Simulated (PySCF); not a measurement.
**Mg₂⁺: frontier orbitals**

B3LYP at R = 3.052 Å; Mg aug-cc-pVDZ; no relativity (PySCF 2.14). State: ²Σu⁺ (doublet), unpaired electrons σ ↑. Only the outer orbitals are listed.

| spin | orbital | occ. | ε (eV) | main shells (%) |
| --- | --- | --- | --- | --- |
| α | πu | 1 | -56.40 | 100 p |
| α | πu | 1 | -56.40 | 100 p |
| α | πg | 1 | -56.40 | 100 p |
| α | πg | 1 | -56.40 | 100 p |
| α | σg | 1 | -56.37 | 100 p |
| α | σu | 1 | -56.36 | 100 p |
| α | σg | 1 | -11.77 | 95 s |
| α | σu | 1 | -9.80 | 106 s |
| α | σg | 0 | -6.27 | 94 p |
| α | πu | 0 | -6.17 | 97 p |
| α | πu | 0 | -6.17 | 97 p |
| β | πu | 1 | -56.35 | 100 p |
| β | πu | 1 | -56.35 | 100 p |
| β | πg | 1 | -56.34 | 100 p |
| β | πg | 1 | -56.34 | 100 p |
| β | σg | 1 | -56.32 | 100 p |
| β | σu | 1 | -56.31 | 100 p |
| β | σg | 1 | -11.44 | 86 s, 13 p |
| β | σu | 0 | -8.04 | 107 s |
| β | πu | 0 | -5.92 | 94 p |
| β | πu | 0 | -5.92 | 94 p |

Question: Which are the highest filled and the lowest empty level, where do they sit, and how wide is the gap?

Answer: Highest filled α σu at -9.80 eV (in %: 106 s); lowest empty β σu at -8.04 eV (in %: 107 s); the gap at B3LYP is 1.76 eV.

| Quantity | Value |
| --- | --- |
| bond order (Mayer) | 0.48 |
| ⟨S²⟩ | 0.769 |
| polarisability along the bond | 161.5 bohr³ |
| polarisability across the bond | 71.2 bohr³ |

Shares are Mulliken populations and can fall outside 0 to 100 %.

The state was picked by a PBE0 search and need not be the measured ground state.
